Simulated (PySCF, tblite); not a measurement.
# C4H5NO: geometry, infrared bands, NMR shifts and spin-spin couplings

Wanted: the infrared bands, NMR shifts and spin-spin couplings of C4H5NO (`O=CNC1C=C1`), by calculation.

Programs: tblite 0.8.0 and PySCF 2.14.0, with density-fitted response routines of our own. Each step states its level of theory. These are calculated values for one molecule in the gas phase, unless marked as measured. Atoms count from 0, in the outputs and in this text.

**1. The starting structure**

11 atoms, charge 0, multiplicity 1; geometry from: force field or distance geometry start.

Bonds of the start (Å): O0–C1 1.22, C1–N2 1.39, N2–C3 1.41, C3–C4 1.43, C4–C5 1.29, C5–C3 1.43, C1–H6 1.10, N2–H7 1.02, C3–H8 1.08, C4–H9 1.06, C5–H10 1.06.

**2. Optimising the geometry with GFN2-xTB**

The job: settings as JSON, then the geometry in Å.

```
{"job": {"kind": "relax", "xc": "GFN2-xTB", "basis": "xTB"}, "charge": 0, "multiplicity": 1}
O     -2.060800    -0.939400    -1.301600
C     -1.942800    -0.152900    -0.377500
N     -0.744000     0.230500     0.208500
C      0.506500    -0.233500    -0.247700
C      1.634300     0.627700    -0.107300
C      1.552500    -0.362900     0.721700
H     -2.800700     0.327100     0.117300
H     -0.780900     0.894000     0.980700
H      0.515100    -0.944700    -1.065700
H      2.156300     1.471500    -0.483300
H      1.969900    -0.914700     1.528900
```

Run with:

```bash
> OMP_NUM_THREADS=1 python probes_run.py task.json out
```

This one command runs all jobs of the session in turn.

**Question.** This job is followed by: GFN2-xTB harmonic vibrations, gas phase; GIAO PBE0/pcSseg-1 NMR shielding, non-relativistic, gas phase; B3LYP/pcJ-1 indirect spin-spin coupling, non-relativistic, gas phase. What will the session give for the following? strongest single infrared mode (GFN2-xTB); zero-point energy (GFN2-xTB); 13C shifts against TMS (PBE0/pcSseg-1, means over atoms taken as alike); 1H shifts against TMS (PBE0/pcSseg-1, means over atoms taken as alike); 17O shifts against H2O (PBE0/pcSseg-1); 15N shifts against NH3 (PBE0/pcSseg-1); largest coupling of the table (B3LYP/pcJ-1).

As calculated:

```
                                                               quantity                       value
                              strongest single infrared mode (GFN2-xTB)       1769 cm⁻¹, 636 km/mol
                                           zero-point energy (GFN2-xTB)               50.6 kcal/mol
13C shifts against TMS (PBE0/pcSseg-1, means over atoms taken as alike)      160.8, 127.1, 26.2 ppm
 1H shifts against TMS (PBE0/pcSseg-1, means over atoms taken as alike)  8.23, 7.66, 4.42, 3.60 ppm
                                 17O shifts against H2O (PBE0/pcSseg-1)                   417.2 ppm
                                 15N shifts against NH3 (PBE0/pcSseg-1)                   166.2 ppm
                            largest coupling of the table (B3LYP/pcJ-1)     1J(C,H) C4–H9, 235.8 Hz
```

What this shows: The optimisation took 28 steps and gained 0.306 eV; among the close pairs (by a distance rule), C3–C4 changed most, from 1.426 to 1.492 Å. No mode is imaginary among the 27: a minimum at this level. The strongest single mode, at 1769 cm⁻¹, moves mainly C1 and O0. Unscaled tight-binding wavenumbers are off by several per cent, some by more. Its intensities can rank the bands wrongly. The most deshielded carbon is C1 (amide carbonyl carbon), at 160.8 ppm: it is a carbonyl in resonance with an O or N lone pair, the region of acids, esters and amides. At PBE0/pcSseg-1: The widest tensor belongs to O0: span 736 ppm, with a paramagnetic part of -481 ppm. Of the pairs tabulated at B3LYP/pcJ-1, C4–H9 (mean over like pairs) couples most strongly (235.8 Hz; Fermi contact 236.3 Hz). Couplings across rotatable bonds belong to this one conformer; where others are populated, the observed values are averages.
